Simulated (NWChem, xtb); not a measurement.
## PHF2 (difluorophosphine): methods side by side

PHF2: 4 atoms, total charge 0, spin state singlet. SMILES: `FPF`. The coordinates come from a GFN2-xTB relaxation.

```xyz
4

F     1.2007    0.6039   -0.2440
P    -0.0208   -0.4330   -0.4600
F    -1.1772    0.6655   -0.1956
H    -0.0027   -0.8363    0.8997
```

Each level gives the dipole moment (D). The values are calculated.

| level | kind | program | value (D) | CPU time |
| --- | --- | --- | --- | --- |
| GFN2-xTB | semi-empirical | xtb | 2.23 | under 2 s |
| GFN0-xTB | semi-empirical | xtb | 2.37 | under 2 s |
| GFN1-xTB | semi-empirical | xtb | 2.24 | under 2 s |
| HF/STO-3G | Hartree–Fock | NWChem | 1.34 | 0.76 s |
| HF/3-21G | Hartree–Fock | NWChem | 2.62 | 0.81 s |
| HF/def2-SVP | Hartree–Fock | NWChem | 2.35 | 2.1 s |
| SVWN5/6-311G** | LDA | NWChem | 1.87 | 4 s |
| B97-D/6-31+G* (Cartesian functions) | GGA | NWChem | 1.84 | 8 s |
| B3LYP/6-31G* (spherical functions) | global hybrid | NWChem | 1.65 | 4.7 s |
| PBE0/def2-SVP | global hybrid | NWChem | 1.83 | 3.9 s |

The values span 1.34 to 2.62 D. Sets without polarisation functions give poor dipoles. CPU times are rough (shared hosts, several kinds of processor): they show what a rung costs within a factor of a few.
